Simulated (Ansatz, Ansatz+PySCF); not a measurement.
```xyz
9

C     0.0000   -0.4146   -0.3535
C     0.0000   -0.4345    1.1567
O     0.0000    0.9232   -0.7809
H    -0.8892   -0.9616   -0.7300
H     0.8892   -0.9616   -0.7300
H     0.0000   -1.4668    1.5374
H     0.8896    0.0825    1.5468
H    -0.8896    0.0825    1.5468
H     0.0000    0.9341   -1.7424
```

RHF-MP2 on singlet C₂H₆O was run in several spherical basis sets with Ansatz (development build ahead of 0.2.0). Frozen core: 3 orbitals.

Task: Rank the basis sets by the total energy that they give, lowest first, with the distance from the lowest.
A. cc-pVDZ
B. def2-SVP
C. 6-31G(d)
D. cc-pVTZ
E. def2-TZVP

Result: D (0.00 eV), E (0.42 eV), A (4.64 eV), C (6.33 eV), B (8.08 eV).

Totals follow the description of the cores as much as that of the bonds, so this order isn't one of quality for chemistry.
